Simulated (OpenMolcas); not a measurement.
SiC⁺ at 1.840 Å: OpenMolcas input and output

Input (each module block was a call of its own in one work directory; start orbitals came from a preliminary run):

```
&GATEWAY
Coord
2
angstrom
Si 0.0 0.0 0.0
C 0.0 0.0 1.8400
Basis=ANO-RCC-VTZP
Group=XY
RX2C
AMFI
ANGMom
0.0 0.0 0.0
RICD
&SEWARD
&GUESSORB
&RASSCF
FileOrb=$CurrDir/o41.orb
Symmetry=1
Spin=4
nActEl=7 0 0
Inactive=4 2
RAS2=4 4
CIRoot=5 5 1
Linear
Iterations=120 100
OrbListing=Nothing
PRWF=0.15
>>COPY $Project.RasOrb $CurrDir/o41.orb
>>COPY $Project.rasscf.h5 $CurrDir/r41.h5
&CASPT2
XMultistate=all
Imaginary=0.2
IPEA=0.25
MaxIter=40
>>COPY $Project.JobMix JOB001
&RASSCF
FileOrb=$CurrDir/o21.orb
Symmetry=1
Spin=2
nActEl=7 0 0
Inactive=4 2
RAS2=4 4
CIRoot=7 7 1
Linear
Iterations=120 100
OrbListing=Nothing
PRWF=0.15
>>COPY $Project.RasOrb $CurrDir/o21.orb
>>COPY $Project.rasscf.h5 $CurrDir/r21.h5
&CASPT2
XMultistate=all
Imaginary=0.2
IPEA=0.25
MaxIter=40
>>COPY $Project.JobMix JOB002
```

```bash
pymolcas m.inp
```

RASSCF and CASPT2 output of these blocks, in excerpt:

```
++    Wave function specifications:
      Number of closed shell electrons          12
      Number of electrons in active shells       7
      Number of inactive orbitals                6
      Number of active orbitals                  8
      Number of secondary orbitals              50
      Spin quantum number                      1.5
      State symmetry                             1
++    Orbital specifications:
      Symmetry species                           1   2
                                                 a   b
      Frozen orbitals                            0   0
      Inactive orbitals                          4   2
      Active orbitals                            4   4
      RAS2 orbitals                              4   4
      Secondary orbitals                        26  24
      Number of basis functions                 34  30
      printout of CI-coefficients larger than  0.15 for root  1
      energy=    -327.041945
      conf/sym  1111 2222     Coeff  Weight
           102  02u2 00uu   0.24241 0.05876
           120  0u22 00uu  -0.90630 0.82138
      printout of CI-coefficients larger than  0.15 for root  2
      energy=    -326.921054
      conf/sym  1111 2222     Coeff  Weight
           102  02u2 00uu  -0.71544 0.51186
           117  0u22 0uu0  -0.39808 0.15847
           118  0u22 u00u   0.39808 0.15847
           120  0u22 00uu  -0.21590 0.04661
      printout of CI-coefficients larger than  0.15 for root  3
      energy=    -326.892740
      conf/sym  1111 2222     Coeff  Weight
           117  0u22 0uu0   0.68001 0.46241
           118  0u22 u00u   0.68001 0.46241
      printout of CI-coefficients larger than  0.15 for root  4
      energy=    -326.892740
      conf/sym  1111 2222     Coeff  Weight
           116  0u22 u0u0  -0.68001 0.46241
           119  0u22 0u0u   0.68001 0.46241
      printout of CI-coefficients larger than  0.15 for root  5
      energy=    -326.889317
      conf/sym  1111 2222     Coeff  Weight
           116  0u22 u0u0   0.67874 0.46069
           119  0u22 0u0u   0.67874 0.46069
      Natural orbitals and occupation numbers for root  1
      sym 1:   0.028305   1.017328   1.901012   1.974746
      sym 2:   0.060396   0.060396   0.978909   0.978909
      Natural orbitals and occupation numbers for root  2
      sym 1:   0.035348   1.678196   1.240617   1.967454
      sym 2:   0.218287   0.218288   0.820905   0.820905
      Natural orbitals and occupation numbers for root  3
      sym 1:   0.028571   0.991862   1.917974   1.966342
      sym 2:   0.519153   0.519153   0.528472   0.528472
      Natural orbitals and occupation numbers for root  4
      sym 1:   0.028571   0.991862   1.917974   1.966342
      sym 2:   0.519153   0.519153   0.528472   0.528472
      Natural orbitals and occupation numbers for root  5
      sym 1:   0.028624   0.991040   1.912736   1.965398
      sym 2:   0.519501   0.519501   0.531600   0.531600
      RASSCF energy for state  5                   -326.88931681
::    RASSCF root number  1 Total energy:   -327.04194461
::    RASSCF root number  2 Total energy:   -326.92105433
::    RASSCF root number  3 Total energy:   -326.89274031
::    RASSCF root number  4 Total energy:   -326.89274031
::    RASSCF root number  5 Total energy:   -326.88931681
      Von Neumann Entropy (Root   1) =  1.98468
++    Wave function specifications:
      Number of closed shell electrons           6
      Number of electrons in active shells       7
      Number of inactive orbitals                3
      Number of active orbitals                  8
      Number of secondary orbitals              50
      Spin quantum number                      1.5
      State symmetry                             1
      Number of CSFs                           672
      Number of CASSCF root(s) available         5
      CASPT2 state passed to geometry opt.       5
      A file JOBMIX will be created
      This is a MULTI-STATE CASSCF reference
      Number of CI roots used                    5
      These are:                                 1   2   3   4   5
      Off-diagonal elements of Heff are computed
  FINAL CASPT2 RESULT:
      Reference energy:        -327.0419446083
      E2 (Non-variational):      -0.1223720447
      Shift correction:          -0.0012761392
      E2 (Variational):          -0.1236481840
      Total energy:            -327.1655927923
      Reference weight:           0.95144
  FINAL CASPT2 RESULT:
      Reference energy:        -326.9210543277
      E2 (Non-variational):      -0.1168959691
      Shift correction:          -0.0014357450
      E2 (Variational):          -0.1183317141
      Total energy:            -327.0393860417
      Reference weight:           0.95277
  FINAL CASPT2 RESULT:
      Reference energy:        -326.8927403065
      E2 (Non-variational):      -0.1233568609
      Shift correction:          -0.0014166943
      E2 (Variational):          -0.1247735552
      Total energy:            -327.0175138616
      Reference weight:           0.94962
  FINAL CASPT2 RESULT:
      Reference energy:        -326.8927403064
      E2 (Non-variational):      -0.1233772013
      Shift correction:          -0.0014093487
      E2 (Variational):          -0.1247865500
      Total energy:            -327.0175268565
      Reference weight:           0.94972
  FINAL CASPT2 RESULT:
      Reference energy:        -326.8893168150
      E2 (Non-variational):      -0.1231805826
      Shift correction:          -0.0014024346
      E2 (Variational):          -0.1245830172
      Total energy:            -327.0138998322
      Reference weight:           0.94990
       Total XMS-CASPT2 energies:
::    XMS-CASPT2 Root  1     Total energy:   -327.16628613
::    XMS-CASPT2 Root  2     Total energy:   -327.03869270
::    XMS-CASPT2 Root  3     Total energy:   -327.01752686
::    XMS-CASPT2 Root  4     Total energy:   -327.01751386
::    XMS-CASPT2 Root  5     Total energy:   -327.01389983
++    Wave function specifications:
      Number of closed shell electrons          12
      Number of electrons in active shells       7
      Number of inactive orbitals                6
      Number of active orbitals                  8
      Number of secondary orbitals              50
      Spin quantum number                      0.5
      State symmetry                             1
      printout of CI-coefficients larger than  0.15 for root  1
      energy=    -326.988697
      conf/sym  1111 2222     Coeff  Weight
           317  0u22 0020  -0.57548 0.33118
           320  0u22 00du  -0.22709 0.05157
           323  0u22 00ud  -0.39333 0.15471
           324  0u22 0002   0.57548 0.33118
      printout of CI-coefficients larger than  0.15 for root  2
      energy=    -326.988697
      conf/sym  1111 2222     Coeff  Weight
           317  0u22 0020   0.32115 0.10314
           320  0u22 00du  -0.40693 0.16559
           323  0u22 00ud  -0.70482 0.49677
           324  0u22 0002  -0.32115 0.10314
      printout of CI-coefficients larger than  0.15 for root  3
      energy=    -326.981927
      conf/sym  1111 2222     Coeff  Weight
           320  0u22 00du  -0.81240 0.66000
           323  0u22 00ud   0.46904 0.22000
      printout of CI-coefficients larger than  0.15 for root  4
      energy=    -326.975782
      conf/sym  1111 2222     Coeff  Weight
           317  0u22 0020   0.64900 0.42119
           324  0u22 0002   0.64899 0.42119
      printout of CI-coefficients larger than  0.15 for root  5
      energy=    -326.883810
      conf/sym  1111 2222     Coeff  Weight
           272  02u2 00du   0.19964 0.03986
           314  0u22 0du0  -0.27006 0.07293
           315  0u22 u0d0  -0.24874 0.06187
           316  0u22 0ud0  -0.52364 0.27420
           318  0u22 d00u   0.27006 0.07293
           321  0u22 u00d   0.52364 0.27420
           322  0u22 0u0d  -0.24874 0.06187
      printout of CI-coefficients larger than  0.15 for root  6
      energy=    -326.864330
      conf/sym  1111 2222     Coeff  Weight
           272  02u2 00du   0.31841 0.10138
           275  02u2 00ud   0.55149 0.30414
           314  0u22 0du0   0.26582 0.07066
           315  0u22 u0d0  -0.17488 0.03058
           316  0u22 0ud0  -0.33745 0.11387
           318  0u22 d00u   0.26582 0.07066
           321  0u22 u00d  -0.33745 0.11387
           322  0u22 0u0d   0.17488 0.03058
      printout of CI-coefficients larger than  0.15 for root  7
      energy=    -326.864330
      conf/sym  1111 2222     Coeff  Weight
           269  02u2 0020  -0.45029 0.20276
           276  02u2 0002   0.45029 0.20276
           313  0u22 d0u0  -0.26583 0.07066
           315  0u22 u0d0   0.33745 0.11387
           316  0u22 0ud0  -0.17488 0.03058
           319  0u22 0d0u   0.26582 0.07066
           321  0u22 u00d  -0.17488 0.03058
           322  0u22 0u0d  -0.33745 0.11387
      Natural orbitals and occupation numbers for root  1
      sym 1:   0.031574   1.009357   1.914139   1.975550
      sym 2:   0.080123   0.080123   0.954568   0.954567
      Natural orbitals and occupation numbers for root  2
      sym 1:   0.031574   1.009357   1.914139   1.975549
      sym 2:   0.080123   0.080123   0.954567   0.954568
      Natural orbitals and occupation numbers for root  3
      sym 1:   0.046248   1.004569   1.911910   1.973876
      sym 2:   0.062713   0.062713   0.968985   0.968985
      Natural orbitals and occupation numbers for root  4
      sym 1:   0.032545   1.005380   1.892370   1.957482
      sym 2:   0.086389   0.086389   0.969723   0.969723
      Natural orbitals and occupation numbers for root  5
      sym 1:   0.042344   1.046381   1.865456   1.964825
      sym 2:   0.484612   0.484612   0.555885   0.555884
      Natural orbitals and occupation numbers for root  6
      sym 1:   0.052622   1.314508   1.595261   1.968512
      sym 2:   0.299455   0.299456   0.735093   0.735093
      Natural orbitals and occupation numbers for root  7
      sym 1:   0.052622   1.314508   1.595262   1.968512
      sym 2:   0.299456   0.299455   0.735093   0.735092
      RASSCF energy for state  7                   -326.86432957
::    RASSCF root number  1 Total energy:   -326.98869662
::    RASSCF root number  2 Total energy:   -326.98869662
::    RASSCF root number  3 Total energy:   -326.98192715
::    RASSCF root number  4 Total energy:   -326.97578175
::    RASSCF root number  5 Total energy:   -326.88380988
::    RASSCF root number  6 Total energy:   -326.86432957
::    RASSCF root number  7 Total energy:   -326.86432957
      Von Neumann Entropy (Root   1) =  2.06100
++    Wave function specifications:
      Number of closed shell electrons           6
      Number of electrons in active shells       7
      Number of inactive orbitals                3
      Number of active orbitals                  8
      Number of secondary orbitals              50
      Spin quantum number                      0.5
      State symmetry                             1
      Number of CSFs                          1176
      Number of CASSCF root(s) available         7
      CASPT2 state passed to geometry opt.       7
      A file JOBMIX will be created
      This is a MULTI-STATE CASSCF reference
      Number of CI roots used                    7
      These are:                                 1   2   3   4   5   6   7
      Off-diagonal elements of Heff are computed
  FINAL CASPT2 RESULT:
      Reference energy:        -326.9886966166
      E2 (Non-variational):      -0.1299392609
      Shift correction:          -0.0012905941
      E2 (Variational):          -0.1312298550
      Total energy:            -327.1199264716
      Reference weight:           0.94836
  FINAL CASPT2 RESULT:
      Reference energy:        -326.9886966166
      E2 (Non-variational):      -0.1297237714
      Shift correction:          -0.0012884212
      E2 (Variational):          -0.1310121926
      Total energy:            -327.1197088092
      Reference weight:           0.94848
  FINAL CASPT2 RESULT:
      Reference energy:        -326.9819271480
      E2 (Non-variational):      -0.1312185960
      Shift correction:          -0.0014426968
      E2 (Variational):          -0.1326612928
      Total energy:            -327.1145884408
      Reference weight:           0.94693
  FINAL CASPT2 RESULT:
      Reference energy:        -326.9757817479
      E2 (Non-variational):      -0.1262680156
      Shift correction:          -0.0012772351
      E2 (Variational):          -0.1275452507
      Total energy:            -327.1033269986
      Reference weight:           0.94985
  FINAL CASPT2 RESULT:
      Reference energy:        -326.8838098843
      E2 (Non-variational):      -0.1280309728
      Shift correction:          -0.0019440712
      E2 (Variational):          -0.1299750439
      Total energy:            -327.0137849283
      Reference weight:           0.94431
  FINAL CASPT2 RESULT:
      Reference energy:        -326.8643295704
      E2 (Non-variational):      -0.1282365063
      Shift correction:          -0.0018893262
      E2 (Variational):          -0.1301258325
      Total energy:            -326.9944554029
      Reference weight:           0.94570
  FINAL CASPT2 RESULT:
      Reference energy:        -326.8643295704
      E2 (Non-variational):      -0.1283861211
      Shift correction:          -0.0018995717
      E2 (Variational):          -0.1302856928
      Total energy:            -326.9946152632
      Reference weight:           0.94553
       Total XMS-CASPT2 energies:
::    XMS-CASPT2 Root  1     Total energy:   -327.12027462
::    XMS-CASPT2 Root  2     Total energy:   -327.12005841
::    XMS-CASPT2 Root  3     Total energy:   -327.11444053
::    XMS-CASPT2 Root  4     Total energy:   -327.10332700
::    XMS-CASPT2 Root  5     Total energy:   -327.01393284
::    XMS-CASPT2 Root  6     Total energy:   -326.99427905
::    XMS-CASPT2 Root  7     Total energy:   -326.99409387
```

Only roots inside an energy window near the equilibrium distance were included, so the list of states is not complete; labels number the states computed. Each spin and symmetry block has orbitals of its own, averaged over its own roots, so gaps between blocks are less sure than gaps within one and near the minimum can be off by tenths of an eV, in bad cases by more. No Rydberg orbitals are active, so Rydberg states, and σ→σ* states whose orbital the CASSCF left unused, can be missing between those listed. CASPT2 splits the two components of degenerate states numerically, here by up to 47 cm⁻¹. No roots were computed in block 6a (none fell in the window or the block failed), so states of that kind are missing and can lie low or lowest.
